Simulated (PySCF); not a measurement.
Gas-phase reaction: 4 (CH3)3SiH ⇌ 4 (CH3)2SiH2 + C4H8 (trans-2-butene)

Energies from PySCF, thermal terms from the rigid-rotor harmonic-oscillator model, ideal gas at 1 bar. † marks an energy on the PBE0/def2-TZVP geometry and frequencies; other levels use their own. MP2 freezes the core. 6-31G* has spherical d functions here. All species are closed-shell singlets. MP2 isn't extrapolated to the basis-set limit.

PBE0/def2-TZVP gives ΔH°(298 K) = 236 kJ.

### Question
What do MP2/def2-SVP†, HF/6-31G*, M06-2X/def2-TZVP† give?

### Answer
MP2/def2-SVP†: 212 kJ; HF/6-31G*: 186 kJ; M06-2X/def2-TZVP†: 242 kJ. For scale, ΔH°(298 K) is 236 kJ at this level, 245 kJ at ωB97M-V/def2-TZVP†, and runs from 0 to 259 kJ over the 18 levels computed († marks an energy on the PBE0/def2-TZVP geometry).
